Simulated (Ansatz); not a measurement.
## Ladder of methods for the band gap of zinc-blende InAs

Reference value: 0.44 eV (measured, zero-point shift of 0.02 eV (the table's estimate, ZP (est)) added back here, E0, Γ; inputs from arXiv:2302.06325).

Question: Which of these levels comes closest to the reference?
(A) PBEsol+SOC (Ansatz, a quantum-chemistry and plane-wave program)
(B) HSE06+SOC (Ansatz)
(C) LDA+SOC (Ansatz)
(D) PBE+SOC (Ansatz)

Answer: B, HSE06+SOC (Ansatz)

```json
[
 {"level (code)": "LDA+SOC (Ansatz)", "value (eV)": "0.00", "cell (Å³/atom)": "27.79", "error (eV)": "-0.44"},
 {"level (code)": "PBE+SOC (Ansatz)", "value (eV)": "0.00", "cell (Å³/atom)": "27.79", "error (eV)": "-0.44"},
 {"level (code)": "PBEsol+SOC (Ansatz)", "value (eV)": "0.00", "cell (Å³/atom)": "27.79", "error (eV)": "-0.44"},
 {"level (code)": "HSE06+SOC (Ansatz)", "value (eV)": "0.38 (direct)", "cell (Å³/atom)": "27.79", "error (eV)": "-0.06"}
]
```

Of the ranked levels HSE06+SOC (-0.06 eV) comes nearest. Once the reference is moved by up to 0.10 eV (a margin picked here for doubts on the reference and the settings) and values within 0.03 eV count as equal, the farthest can be PBEsol+SOC (-0.44 eV), PBE+SOC (-0.44 eV) or LDA+SOC (-0.44 eV). No gap at all, against the measurement: LDA+SOC, PBE+SOC, PBEsol+SOC.

Density-functional gaps are differences of (generalised) Kohn–Sham levels of a static lattice; semilocal ones lie below quasiparticle gaps as a rule. Measured gaps hold zero-point and thermal shifts unless a correction is named. A gap of zero means that the bands touch or overlap; how far they overlap is not shown.  Values are at the measured cell. Cutoffs and k meshes differ between the levels. Ansatz's density-functional and Hartree–Fock values are scalar-relativistic unless marked +SOC, with PAW data made under PBE.

Differences are worked out from the printed values.
